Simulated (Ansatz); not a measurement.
**[PH4]+ (SMILES [PH4+]): CCSDTQ/3-21G**

Aim: the vertical ionisation energy of [PH4]+ at CCSDTQ/3-21G, from 2 runs. 

The calculation is run with Ansatz 0.2.0.

### 1 Starting point

[PH4]+: 5 atoms, total charge +1, spin state singlet. SMILES: `[PH4+]`. The shape is that of a GFN2-xTB optimisation.

Bond lengths: P1–H2 1.375 Å, P1–H3 1.375 Å, P1–H4 1.375 Å, P1–H5 1.375 Å. Angles: H2–P1–H3 109.5°, H2–P1–H4 109.5°, H2–P1–H5 109.5°, H3–P1–H4 109.5°, H3–P1–H5 109.5°, H4–P1–H5 109.5°.

### 2 A single-point energy at CCSDTQ/3-21G

in.yaml

```yaml
crystal:
  periodic: [false, false, false]
  atoms:
    - symbol: P
      position_ang: [-0.000020, -0.000000, 0.000050]
    - symbol: H
      position_ang: [1.357460, -0.061330, 0.210450]
    - symbol: H
      position_ang: [-0.617320, -1.016050, 0.691010]
    - symbol: H
      position_ang: [-0.261860, -0.133750, -1.343340]
    - symbol: H
      position_ang: [-0.478250, 1.211140, 0.441830]
basis:
  gaussian: {orbitals: 3-21G.json}
total_charge: 1
correlation: {method: ccsdtq, frozen_orbitals: {H: 0, P: 5}}
accuracy: high
scf: {omitted_lower_state_checks: [cluster_reference, increment]}
```

The basis set 3-21G is read from a file made from the Basis Set Exchange's data (not shown).

The run is started by

```console
ansatz run in.yaml --threads 1 --pin off --max-ram 2610MiB --events-out events.jsonl --progress --plain --runs-dir runs
```

Output, cut to the lines that bear on the results:

```text
Warning: RAYON_NUM_THREADS=1 ignored (pool sized by the plan → 1); use --threads N
Functional definition: HF
  name "HF"
[...]
423 factors; integrals over basis functions are off by at most 4.4e-9 eV
[...]
mean field -9279.01884870 eV, -340.9976531450 hartree, gradient 2.1e-8 eV, S^2 0.000000; 0 other end points of the search recorded, 0 dependent functions left out
5 core orbitals not correlated: weight in the atoms' cores, before any rotation towards them, 1.000 or more for the frozen orbitals, at most 0.000 for the correlated occupied ones
reference -9279.01884870 eV, -340.9976531450 hartree; 4, 4 occupied and 12, 12 virtual orbitals, 423 factors
second order -1.91968101 eV of doubles, -0.00000000 eV of singles
cycle   1  -2.35337856 eV  change   -4.3e-1 eV  update   5.0e-2
[...]
cycle  16  -2.58260621 eV  change  -7.5e-10 eV  update  6.9e-10
Total energy: -9281.60145492 eV, -341.0925621727 hartree
Checks for a lower state left out: cluster_reference, increment
```

Wall time 4.2 s (1 thread of AMD EPYC 7R43 (Zen 3), shared host); peak memory 0.12 GiB.

### 3 Doublet [PH4]2+

run.yaml

```yaml
basis:
  gaussian: {orbitals: 3-21G.json}
crystal:
  periodic: [false, false, false]
  atoms:
    - symbol: P
      position_ang: [-0.000020, -0.000000, 0.000050]
    - symbol: H
      position_ang: [1.357460, -0.061330, 0.210450]
    - symbol: H
      position_ang: [-0.617320, -1.016050, 0.691010]
    - symbol: H
      position_ang: [-0.261860, -0.133750, -1.343340]
    - symbol: H
      position_ang: [-0.478250, 1.211140, 0.441830]
total_charge: 2
magnetization: {spin_polarized: true, initial_magnetization: 1}
correlation: {method: ccsdtq, frozen_orbitals: {H: 0, P: 5}}
accuracy: high
scf: {omitted_lower_state_checks: [cluster_reference, increment]}
```

The basis set 3-21G is read from a file made from the Basis Set Exchange's data (not shown).

The run is started by

```console
ansatz run run.yaml --threads 1 --pin off --max-ram 2610MiB --events-out events.jsonl --progress --plain --runs-dir runs
```

Output, cut to the lines that bear on the results:

```text
Warning: RAYON_NUM_THREADS=1 ignored (pool sized by the plan → 1); use --threads N
[... 2 set-up lines as earlier in the session ...]
[...]
423 factors; integrals over basis functions are off by at most 4.4e-9 eV
[...]
mean field -9257.10054856 eV, -340.1921704715 hartree, gradient 2.5e-8 eV, S^2 0.756877; 12 other end points of the search recorded, 0 dependent functions left out
5 core orbitals not correlated: weight in the atoms' cores, before any rotation towards them, 1.000 or more for the frozen orbitals, at most 0.000 for the correlated occupied ones
reference -9257.10054856 eV, -340.1921704715 hartree; 4, 3 occupied and 12, 13 virtual orbitals, 423 factors
second order -1.52463695 eV of doubles, -0.00000000 eV of singles
cycle   1  -1.89230291 eV  change   -3.7e-1 eV  update   5.0e-2
[...]
cycle  48  -2.12472386 eV  change   1.5e-11 eV  update  4.4e-10
Total energy: -9259.22527242 eV, -340.2702526330 hartree
Checks for a lower state left out: cluster_reference, increment
```

It took 28 s on 1 thread of AMD EPYC 7R43 (Zen 3), shared host; peak memory 0.13 GiB.

### 4 What came out

At CCSDTQ/3-21G, 5 core orbitals frozen:

```
                                                    quantity          value
                                singlet [PH4]+: total energy  -341.09256 Eh
 singlet [PH4]+: correlation energy (5 core orbitals frozen)      -94.9 mEh
                               singlet [PH4]+: T1 diagnostic          0.003
                               doublet [PH4]2+: total energy  -340.27025 Eh
doublet [PH4]2+: correlation energy (5 core orbitals frozen)      -78.1 mEh
          doublet [PH4]2+: ⟨S²⟩ of the reference determinant          0.757
                              doublet [PH4]2+: T1 diagnostic          0.046
        vertical ionisation energy (to the doublet dication)      22.376 eV
```

The vertical ionisation energy comes to 22.38 eV (2159 kJ/mol).
